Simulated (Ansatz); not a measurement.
A relaxed structure of Cu. Computed with r2SCAN (plane waves to 500 eV, PAW, scalar-relativistic; Ansatz, a program for electronic structure).

```
CELL_PARAMETERS angstrom
      0.00000     1.78839     1.78839
      1.78839     0.00000     1.78839
      1.78839     1.78839     0.00000
ATOMIC_POSITIONS crystal
  Cu 0.50000 0.50000 0.50000
```

### Question
Determine the symmetry and give the standard cell with its independent sites.

### Answer
Space group Fm-3m (No. 225); a = b = c = 3.5768 Å, α = β = γ = 90.00°

```csv
atom,site,symmetry,x,y,z
Cu,4b,m-3m,0.5000,0.5000,0.5000
```

This is the fcc (Cu type).

### Question
Give the shortest distances between elements (the closest pairs, up to four, under 3.6 Å).

### Answer
Cu–Cu 2.53 Å.

| Property | Value |
|---|---|
| Volume per atom | 11.44 Å³ |
| Band gap | zero (metallic) |

No spin polarisation in the result.

Measured for Cu: a 3.595 Å (static lattice; corrected from measurement; as listed in Gábor I. Csonka et al., Physical Review B (2009)). Computed minus measured — a: r2SCAN -0.5 %. The computed values are for a static lattice.

The run could not lose the symmetry of its start.

It was reached from a disturbed copy of a Im-3m (No. 229) cell (bcc (W type)), against which it lies -0.04 eV/atom.
